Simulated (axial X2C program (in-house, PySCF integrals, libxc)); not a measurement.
**Spectroscopic constants of PC⁺**

Computed with an axial X2C code built on PySCF integrals. Spin-free means the one-electron spin-free X2C Hamiltonian; two-component (2c) means X2C with spin–orbit coupling and atomic mean-field two-electron Coulomb and Gaunt terms, so the difference of the two also holds small scalar two-electron terms. Basis: P dyall-v3z [8s7p2d1f], C dyall-v3z [7s6p2d1f] (cores contracted in-house); Gaussian nuclei, density fitting, unrestricted open shells. Masses: P 30.974 u, C 12.000 u.

State, spin-free: M_S = 1, Λ = 1 (beyond evenly filled blocks: σα, π+α, π+β, π-α); electrons by block: σα: 7, σβ: 6, π+α: 2, π+β: 2, π-α: 2, π-β: 1. Fragments: P+ + C.

State, 2c: Ω = 2 (⟨Sz⟩ = 1.00, ⟨Lz⟩ = 1.00 at PBE0); electrons by block: 1/2: 9, -1/2: 8, 3/2: 2, -3/2: 1. Fragments: P+ + C.

```csv
Hamiltonian,level,Re (Å),ωe (cm⁻¹),Be (cm⁻¹),De (eV),D0 (eV),μ (D)
spin-free,PBE0,1.620,1141.0,0.7426,4.91,4.84,-0.19
spin-free,HF,1.627,1082.9,0.7366,2.89,2.83,-0.03
spin-free,CCSD,1.621,1144.0,0.7413,4.31,4.24,n/a
spin-free,CCSD(T),1.628,1129.8,0.7351,4.57,4.50,n/a
spin-free,TPSS,1.639,1082.1,0.7256,4.97,4.90,-0.16
2c,PBE0,1.620,1139.8,0.7423,4.92,4.85,-0.18
2c,HF,1.627,1082.3,0.7362,2.90,2.84,-0.03
2c,CCSD,1.622,1143.0,0.741,4.32,4.25,n/a
2c,CCSD(T),1.629,1129.2,0.7349,4.58,4.51,n/a
2c,TPSS,1.639,1081.3,0.7253,4.98,4.91,-0.16
```

Correlated methods: 8 electrons correlated (number of frozen shells: P 2 s, 1 p; C 1 s), 146 virtual spin orbitals or spinors in MP2, 90 natural virtuals in coupled cluster.

Dipoles are positive if C is the positive end and refer to the centre of mass.

Occupations by symmetry block were frozen at the best pattern of an incomplete PBE0 search. Dissociation energies refer to the lowest single-determinant-based atoms at the same level and basis. Density functionals use the spin component along the axis (collinear). CCSD and (T) use frozen natural virtuals with an MP2 correction for the truncation; (T) itself is uncorrected, so its De runs slightly low. The 2c atoms are single determinants rather than J levels; their spin–orbit lowering is only partly caught, and De is too large by that part. This holds for PBE0, CCSD, CCSD(T), TPSS. PBE0 can misorder states that lie within some tenths of an eV, so this need not be the ground state of the molecule. The nearest other spin-free determinant of the search, M_S = 0, Λ = 1, lies 0.32 eV up at the distance of the search. Without a current term, density functionals place determinants with orbital angular momentum somewhat too high. With several unpaired electrons one determinant need not be a pure state. Open-shell Ω = 0 determinants with evenly filled partner blocks cannot be reached by this program, so the Ω shown need not be the lowest component. The determinant is spin-polarised beyond a pure state at some levels (its spin-free form has ⟨S²⟩ too high), which makes Re and μ there less reliable. The T1 diagnostic is large, a sign of multireference character.

No reliable constants came from MP2 (2c), MP2 (spin-free): no minimum in range, unconverged points, a curve that is not smooth, a change of character along it, or the two Hamiltonians disagreeing along it.

Rough cost a point (2c) on 1 thread(s) of a shared host, integrals apart: PBE0 0.3 s, HF 0.17 s, CCSD(T) 5 s, TPSS 0.4 s.

The whole task took 120 s on 1 thread of Intel(R) Xeon(R) Processor @ 2.30GHz (shared host).
